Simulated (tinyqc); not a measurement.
Hueckel theory of the pi electrons with the omega technique, for the molecule C=C(N)F (SMILES; centres numbered as the heavy atoms are written), step by step. One step of it, computed by the program tinyqc.

Question. Omega technique, round 1. h_r = h_r(0) + omega q_r, omega = 1.4, with q_r = z_r - P_rr; 0.3 of the old diagonal is kept.

Hueckel matrix in units of beta (H = alpha + beta A), lower triangle:
```
,1C,2C,3N,4F
1C,0.000000
2C,1.000000,0.000000
3N,0.000000,0.800000,1.500000
4F,0.000000,0.700000,0.000000,3.000000
```

charge and bond-order matrix P, lower triangle:
```
,1C,2C,3N,4F
1C,1.227246
2C,0.921783,0.900445
3N,-0.273846,0.326658,1.902956
4F,-0.153892,0.183571,-0.054536,1.969353
```

Centres:
```
centre,"z_r, pi electrons of the neutral centre",h
1C,1,0.000000
2C,1,0.000000
3N,2,1.500000
4F,2,3.000000
```

Give: matrix after round 1.

Answer.

matrix after round 1, lower triangle:
```
,1C,2C,3N,4F
1C,-0.2227
2C,1.0000,0.0976
3N,0.0000,0.8000,1.5951
4F,0.0000,0.7000,0.0000,3.0300
```
